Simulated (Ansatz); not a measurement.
## Ansatz (development build ahead of 0.2.0) run

```yaml
crystal:
  periodic: [false, false, false]
  atoms:
    - { symbol: H, position_ang: [-0.23693, 0.2429, 0.17822] }
    - { symbol: C, position_ang: [0.32137, 0.59037, 1.03842] }
    - { symbol: C, position_ang: [1.0814, 0.48027, 2.00054] }
    - { symbol: O, position_ang: [1.74905, 0.5221, 2.93592] }
basis:
  gaussian: { orbitals: def2-SVP }
magnetization:
  spin_polarized: true
  initial_magnetization: 1
hamiltonian:
  xc: pbe0
output:
  forces: true
```

The input is written out in the form of the current development build from the run's settings.

The run gave:

| Property | Result |
| --- | --- |
| Converged | yes |
| Total energy | -151.63144 hartree |
| Spin squared of the determinant | 0.760 |
| Stability test | minimum |

Forces (eV/Å):
```json
{"atom": "H1", "Fx": "0.139", "Fy": "0.114", "Fz": "0.204"}
{"atom": "C2", "Fx": "-2.791", "Fy": "0.064", "Fz": "-3.729"}
{"atom": "C3", "Fx": "0.606", "Fy": "-0.093", "Fz": "0.859"}
{"atom": "O4", "Fx": "2.046", "Fy": "-0.084", "Fz": "2.667"}
```
